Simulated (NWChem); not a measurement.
System: CN, doublet; SMILES [C]#N

All runs: NWChem. Spin-unrestricted. No stability test was run on the SCF state. Each level has its own optimisation; frequencies are unscaled.

```json
[
 {"level": "LDA (Slater exchange, VWN5)/def2-SVP", "r C–N (Å)": "1.176", "highest harmonic frequency (cm⁻¹)": "2163", "zero-point energy (kcal/mol)": "3.1", "dipole (D)": "1.01"},
 {"level": "B3LYP/def2-TZVP", "r C–N (Å)": "1.162", "highest harmonic frequency (cm⁻¹)": "2155", "zero-point energy (kcal/mol)": "3.1", "dipole (D)": "(withheld)"},
 {"level": "BP86/def2-TZVP", "r C–N (Å)": "1.175", "highest harmonic frequency (cm⁻¹)": "2083", "zero-point energy (kcal/mol)": "3.0", "dipole (D)": "1.12"},
 {"level": "PBE0-D3(BJ)/def2-TZVP", "r C–N (Å)": "1.160", "highest harmonic frequency (cm⁻¹)": "2184", "zero-point energy (kcal/mol)": "3.1", "dipole (D)": "1.49"}
]
```

Fill in the missing entries.


- B3LYP/def2-TZVP, dipole (D): 1.37
